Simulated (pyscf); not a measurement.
HO–SiH₂–F + hydrogen (H₂) → silanol (HO–SiH₃) + hydrogen fluoride (HF), a four-centre exchange (singlet surface; F–Si, H–H broken, H–Si, F–H formed). Single points on ωB97X-D3(BJ)/def2-SVP structures (PySCF, gas phase). Energies in kJ/mol from the separated reactants.

Small-basis levels: PySCF, no dispersion term, spherical d functions. AM1 to PM7: differences of heats of formation from MOPAC, which are fitted to 298 K values and so differ in kind from electronic energies by zero-point and thermal terms. GFN2-xTB: tblite. Cost: rough CPU time at the saddle relative to B3LYP/6-31G*, from one job on a shared machine.

| level | barrier | reaction energy | cost |
|---|---|---|---|
| HF/STO-3G | 401.7 | +76.4 | 0.05 |
| MP2/6-31G* | 291.1 | +182.5 | 0.09 |
| BP86/6-31G* | 228.9 | +170.1 | 1 |
| PBE/6-31G* | 220.2 | +171.6 | 1 |
| B3LYP/3-21G | 245.4 | +196.8 | 0.8 |
| B3LYP/LANL2DZ | 239.3 | +94.1 | 0.7 |
| B3LYP/6-31G* | 256.7 | +174.8 | 1 |
| M06-2X/6-31G* | 263.2 | +172.1 | 2 |
| PBE/def2-SVP | 188.4 | +135.5 | 2 |
| B3LYP/def2-SVP | 224.0 | +137.9 | 1 |
| GFN2-xTB | 285.3 | +138.9 | under 0.02 |
| AM1 | 433.0 | +126.4 | under 0.02 |
| ωB97M-D3(BJ)/def2-TZVP | 240.5 | +139.8 | – |

Against the last row the barrier runs from -52.1 (PBE/def2-SVP) to +192.5 kJ/mol (AM1). ωB97M-D3(BJ)/def2-TZVP has limits of its own. On the product side the descent ends in a complex, 16.8 kJ/mol under the separated species and 120.2 kJ/mol under the saddle at ωB97X-D3(BJ)/def2-TZVP. The same reactants have a lower exit, to F–SiH₃ + H₂O (barrier +214.1 kJ/mol at ωB97M-D3(BJ)/def2-TZVP, against +240.5 kJ/mol here). One saddle was located; it need not be the lowest between these sides.
